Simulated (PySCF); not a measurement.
Pyrrole, C4H5N.
InChI=1S/C4H5N/c1-2-4-5-3-1/h1-5H

The closed-shell ground state was solved at several levels (PySCF, density fitting, gas phase, non-relativistic). Isolated species at its GFN2-xTB geometry, gas phase.

| level | basis functions | total energy (Eh) | HOMO (eV) | LUMO (eV) | gap (eV) | dipole (D) |
| --- | --- | --- | --- | --- | --- | --- |
| B3LYP/def2-SVPD | 140 | -210.0332 | -5.94 | 0.51 | 6.45 | 1.88 |
| PBE0/def2-SVPD | 140 | -209.7853 | -6.15 | 0.85 | 7.00 | 1.90 |
| PBE0/pcSseg-1 | 110 | -209.8981 | -6.12 | 1.21 | 7.33 | 1.98 |

Estimate the row for B3LYP/pcJ-1, a basis of 185 functions; the other rows only guide the guess.

Total energy -210.1822 Eh, HOMO -5.87 eV, LUMO 1.00 eV, gap 6.87 eV, dipole 1.98 D.

Over all these levels, which gives the widest orbital gap and which the narrowest?

PBE0/pcSseg-1 (global hybrid, 25 % exact exchange) has the widest, 7.33 eV, and B3LYP/def2-SVPD (global hybrid, 20 % exact exchange) the narrowest, 6.45 eV. Functional and basis both differ between the two, so the spread mixes both effects.

How far do the dipole and the HOMO energy spread over the levels?

The dipole runs from 1.88 to 1.98 D (mean 1.93 D) and the HOMO from -6.15 to -5.87 eV.
